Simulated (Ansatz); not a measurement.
This Ansatz (a quantum-chemistry and plane-wave program) input (CCSD(T)/def2-TZVPPD) gives -342.69062 Eh with 99 basis functions. A basis named .json is the Basis Set Exchange file of that set (core-valence sets with the plain set on hydrogen).

Ansatz 0.2 input:
```yaml
crystal:
  periodic: [false, false, false]
  atoms:
    - {symbol: P, position_ang: [0.00293147, 0.00160888, 0.12817703]}
    - {symbol: H, position_ang: [-0.00384980, 1.18388197, -0.65609339]}
    - {symbol: H, position_ang: [1.01199153, -0.61366513, -0.65676338]}
    - {symbol: H, position_ang: [-1.05211382, -0.59435001, -0.60979871]}
basis:
  gaussian:
    orbitals: def2-TZVPPD.json
magnetization: {spin_polarized: false}
correlation: {method: ccsd_t, electrons: outside_noble_gas}
```

Change:
```diff
- orbitals: def2-TZVPPD.json
+ orbitals: 6-311++G_2d_2p_.json
```

Task: What does the run give now?

Result: -342.66282 Eh (CCSD(T)/6-311++G(2d,2p), 65 functions), a change of +27.80 mEh.
